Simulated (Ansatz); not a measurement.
A calculation on zinc-blende GaP returned lattice constant a 5.555 Å, bulk modulus 70.9 GPa, cohesive energy 3.12 eV/atom.

For reference: lattice constant a 5.439 Å (measured, static lattice: zero-point anharmonic expansion removed; as tabulated in Mejia-Rodriguez and Trickey (2018), arXiv:1807.09216); bulk modulus 89.6 GPa (measured, 0 K value with the zero-point phonon effect removed; as tabulated in Mejia-Rodriguez and Trickey (2018), arXiv:1807.09216); cohesive energy 3.61 eV/atom (measured, static lattice: zero-point vibration energy added, our sources range from 3.61 to 3.69; as tabulated in Mejia-Rodriguez and Trickey (2018), arXiv:1807.09216).

Which level of theory produced these numbers?
A) RPBE (Ansatz (a first-principles code))
B) r²SCAN0 (Ansatz)
C) PBE-D4 (Ansatz)
D) LDA (Ansatz)

A, RPBE (Ansatz)

The others give: LDA 5.391 Å, 90.0 GPa, 4.34 eV/atom; PBE-D4 5.433 Å, 85.8 GPa, 3.89 eV/atom; r²SCAN0 5.434 Å, 94.7 GPa, 3.57 eV/atom.

Unless a cell is named, each level is at its own relaxed cell (LDA 19.59, PBE-D4 20.05, r²SCAN0 20.05, RPBE 21.43 Å³/atom).

Ansatz's density-functional and Hartree–Fock values are scalar-relativistic unless marked +SOC, with PAW data made under PBE.
